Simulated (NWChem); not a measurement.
Program: NWChem. System: H (-1), charge -1, spin multiplicity 1. Level: MP2/def2-TZVPD, no orbitals frozen.

The NWChem input:

```
start mol
memory heap 200 mb stack 900 mb global 1100 mb
charge -1
geometry units angstroms nocenter noautoz
  H      0.000000     0.000000     0.000000
  symmetry group D2h
end
basis spherical
  * library def2-tzvpd
end
scf
  rhf
  nopen 0
  maxiter 100
  thresh 1e-7
  semidirect memsize 60000000 filesize 0
end
mp2
end
task mp2 energy
```

Output (cleaned and shortened):

```
             Northwest Computational Chemistry Package (NWChem) 7.3.0
             --------------------------------------------------------

                                NWChem Input Module
                                -------------------

 Scaling coordinates for geometry "geometry" by  1.889725989
 (inverse scale =  0.529177249)

                             Geometry "geometry" -> ""
                             -------------------------

 Output coordinates in angstroms (scale by  1.889725989 to convert to a.u.)

  No.       Tag          Charge          X              Y              Z
 ---- ---------------- ---------- -------------- -------------- --------------
    1 H                    1.0000     0.00000000     0.00000000     0.00000000

 Effective nuclear repulsion energy (a.u.)       0.0000000000

            Nuclear Dipole moment (a.u.)
            ----------------------------
        X                 Y               Z
 ---------------- ---------------- ----------------
     0.0000000000     0.0000000000     0.0000000000

      Symmetry information
      --------------------

 Group name             D2h
 Group number             26
 Group order               8
 No. of unique centers     1

      Symmetry unique atoms

     1


 Summary of "ao basis" -> "" (spherical)
 ------------------------------------------------------------------------------
       Tag                 Description            Shells   Functions and Types
 ---------------- ------------------------------  ------  ---------------------
 *                         def2-tzvpd                 on all atoms

 Summary of "ao basis" -> "ao basis" (spherical)
 ------------------------------------------------------------------------------
       Tag                 Description            Shells   Functions and Types
 ---------------- ------------------------------  ------  ---------------------
 H                         def2-tzvpd                5        9   3s2p

                                 NWChem SCF Module
                                 -----------------

  ao basis        = "ao basis"
  functions       =     9
  atoms           =     1
  closed shells   =     1
  open shells     =     0
  charge          =  -1.00
  wavefunction    = RHF
  use symmetry    = T
  symmetry adapt  = T

 Summary of "ao basis" -> "ao basis" (spherical)
 ------------------------------------------------------------------------------
       Tag                 Description            Shells   Functions and Types
 ---------------- ------------------------------  ------  ---------------------
 H                         def2-tzvpd                5        9   3s2p

      Symmetry analysis of basis
      --------------------------

        ag          3
        au          0
        b1g         0
        b1u         2
        b2g         0
        b2u         2
        b3g         0
        b3u         2

 Forming initial guess at       0.0s

      Superposition of Atomic Density Guess
      -------------------------------------

 Sum of atomic energies:          -0.49980920

 Renormalizing density from       1.00 to      2

      Non-variational initial energy
      ------------------------------

 Total energy =      -0.374530
 1-e energy   =      -0.999620
 2-e energy   =       0.625090
 HOMO         =       0.086098
 LUMO         =       0.513949

      Symmetry analysis of molecular orbitals - initial
      -------------------------------------------------

 !! scf_movecs_sym_adapt:    6 vectors were symmetry contaminated

  Symmetry fudging

 !! scf_movecs_sym_adapt:    6 vectors were symmetry contaminated

  Numbering of irreducible representations:

     1 ag          2 au          3 b1g         4 b1u         5 b2g
     6 b2u         7 b3g         8 b3u

  Orbital symmetries:

     1 ag          2 b1u         3 b2u         4 b3u         5 ag
     6 b3u         7 b2u         8 b1u         9 ag

 Starting SCF solution at       0.0s

 ----------------------------------------------
         Quadratically convergent ROHF

 Convergence threshold     :          1.000E-07
 Maximum no. of iterations :          100
 Final Fock-matrix accuracy:          1.000E-09
 ----------------------------------------------

              iter       energy          gnorm     gmax       time
             ----- ------------------- --------- --------- --------
                 1       -0.4647645757  9.33D-02  9.33D-02      0.0
                 2       -0.4664951458  7.43D-03  7.43D-03      0.0
                 3       -0.4664977736  9.04D-07  7.53D-07      0.0
                 4       -0.4664977736  6.89D-14  6.62D-14      0.1

       Final RHF  results
       ------------------

         Total SCF energy =     -0.466497773614
      One-electron energy =     -0.926088930744
      Two-electron energy =      0.459591157130
 Nuclear repulsion energy =      0.000000000000

        Time for solution =      0.0s

       Symmetry analysis of molecular orbitals - final
       -----------------------------------------------

  Numbering of irreducible representations:

     1 ag          2 au          3 b1g         4 b1u         5 b2g
     6 b2u         7 b3g         8 b3u

  Orbital symmetries:

     1 ag          2 b2u         3 b1u         4 b3u         5 ag
     6 b3u         7 b2u         8 b1u         9 ag

             Final eigenvalues
             -----------------

              1
    1   -0.0035
    2    0.4753
    3    0.4753
    4    0.4753
    5    0.7415
    6    2.2287
    7    2.2287
    8    2.2287
    9    2.9807

                       ROHF Final Molecular Orbital Analysis
                       -------------------------------------

 Vector    1  Occ=2.000000D+00  E=-3.453308D-03  Symmetry=ag
              MO Center= -6.2D-35, -3.1D-35,  2.4D-41, r^2= 1.5D+00
   Bfn.  Coefficient  Atom+Function         Bfn.  Coefficient  Atom+Function
  ----- ------------  ---------------      ----- ------------  ---------------
     3      0.765567  1 H  s                  1      0.174268  1 H  s
     2      0.174401  1 H  s

 Vector    2  Occ=0.000000D+00  E= 4.753363D-01  Symmetry=b2u
              MO Center= -5.5-108,  4.1D-37,  2.1-114, r^2= 3.7D+00
   Bfn.  Coefficient  Atom+Function         Bfn.  Coefficient  Atom+Function
  ----- ------------  ---------------      ----- ------------  ---------------
     8      1.005266  1 H  py

 Vector    3  Occ=0.000000D+00  E= 4.753363D-01  Symmetry=b1u
              MO Center= -3.3-120, -1.6-120, -3.2D-43, r^2= 3.7D+00
   Bfn.  Coefficient  Atom+Function         Bfn.  Coefficient  Atom+Function
  ----- ------------  ---------------      ----- ------------  ---------------
     9      1.005266  1 H  pz

 Vector    4  Occ=0.000000D+00  E= 4.753363D-01  Symmetry=b3u
              MO Center=  8.2D-37, -1.1-107,  8.5-114, r^2= 3.7D+00
   Bfn.  Coefficient  Atom+Function         Bfn.  Coefficient  Atom+Function
  ----- ------------  ---------------      ----- ------------  ---------------
     7      1.005266  1 H  px

 center of mass
 --------------
 x =   0.00000000 y =   0.00000000 z =   0.00000000

 moments of inertia (a.u.)
 ------------------
           0.000000000000           0.000000000000           0.000000000000
           0.000000000000           0.000000000000           0.000000000000
           0.000000000000           0.000000000000           0.000000000000

  Mulliken analysis of the total density
  --------------------------------------

    Atom       Charge   Shell Charges
 -----------   ------   -------------------------------------------------------
    1 H    1     2.00   0.20  0.31  1.48  0.00 -0.00

       Multipole analysis of the density wrt the origin
       ------------------------------------------------

     L   x y z        total         open         nuclear
     -   - - -        -----         ----         -------
     0   0 0 0     -1.000000      0.000000      1.000000

     1   1 0 0      0.000000      0.000000      0.000000
     1   0 1 0      0.000000      0.000000      0.000000
     1   0 0 1     -0.000000      0.000000      0.000000

     2   2 0 0     -3.490438      0.000000      0.000000
     2   1 1 0     -0.000000      0.000000      0.000000
     2   1 0 1      0.000000      0.000000      0.000000
     2   0 2 0     -3.490438      0.000000      0.000000
     2   0 1 1      0.000000      0.000000      0.000000
     2   0 0 2     -3.490438      0.000000      0.000000

                   NWChem MP2 Semi-direct Energy/Gradient Module
                   ---------------------------------------------

  Basis functions       =      9
  Molecular orbitals    =      9
  Frozen core           =      0
  Frozen virtuals       =      0
  Active alpha occupied =      1
  Active beta occupied  =      1
  Active alpha virtual  =      8
  Active beta virtual   =      8
  Use MO symmetry       = T
  Use skeleton AO sym   = T

  AO/Fock/Back tols     =   1.0D-09  1.0D-09  1.0D-09

 GA uses MA = F    GA memory limited = T

 Available:
  local mem=  1.26D+08
 global mem=  1.44D+08
 local disk=  0.00D+00
  mp2_memr nvloc                     8
  nvloc new                     8
   1 passes of   1:        2097152                        238                      1384.
   1 passes of   1: M    126156145           G      144179038           F     124058993.

 Semi-direct pass number   1 of   1  for RHF alpha+beta  at        0.1s
  vrange nnbf                    45
  mp2_eaftype                    10  avail_ma_in_mb                  1099
 EAF : mp2_eaftype filesize          10        692.
  mp2_eaf for mointskh                     10
Node 0 wrote      0.0 Mb in      0.0 s     Agg I/O rate:   107.3 Mb/s
 Done moints_semi at        0.1s
  mp2_eaftype                    10  avail_ma_in_mb                  1089
 EAF : mp2_eaftype filesize          10        692.
  mp2_eaf for kh                    10
 Done maket at        0.1s
 Done multipass loop at        0.1s

          -------------------------------------------
          SCF energy                  -0.466497773614
          Correlation energy          -0.022032758443
          Singlet pairs               -0.022032758443
          Triplet pairs                0.000000000000
          Total MP2 energy            -0.488530532057
          -------------------------------------------

          ---------------------------------------------------
                    Spin Component Scaled (SCS) MP2
          Same spin pairs                      0.000000000000
          Same spin scaling factor             0.333333333333
          Opposite spin pairs                 -0.022032758443
          Opposite spin scaling fact.          1.200000000000
          SCS-MP2 correlation energy          -0.026439310132
          Total SCS-MP2 energy                -0.492937083745
          ---------------------------------------------------

 -----------------------
 Performance information
 -----------------------

 Timer overhead =  1.44D-07 seconds/call

               Nr. of calls         CPU time (s)                 Wall time (s)                GFlops
             ---------------    -------------------     ------------------------------   -------------------
Name         Min   Avg   Max    Min     Avg     Max     Min     Avg     Max   Mx/calls   Min     Max     Sum
mp2: moin     1     1     1   2.20E-3 2.20E-3 2.20E-3  2.20E-3 2.20E-3 2.20E-3 2.20E-3   0.0     0.0     0.0
mp2: make     1     1     1   1.05E-4 1.05E-4 1.05E-4  1.05E-4 1.05E-4 1.05E-4 1.05E-4   0.0     0.0     0.0
mp2: tota     1     1     1   8.19E-3 8.19E-3 8.19E-3  8.19E-3 8.19E-3 8.19E-3 8.19E-3   0.0     0.0     0.0

 The average no. of pstat calls per process was 3.00D+00
 with a timing overhead of 4.32D-07s

 Task  times  cpu:        0.0s     wall:        0.0s

 Total times  cpu:        0.1s     wall:        0.1s
```
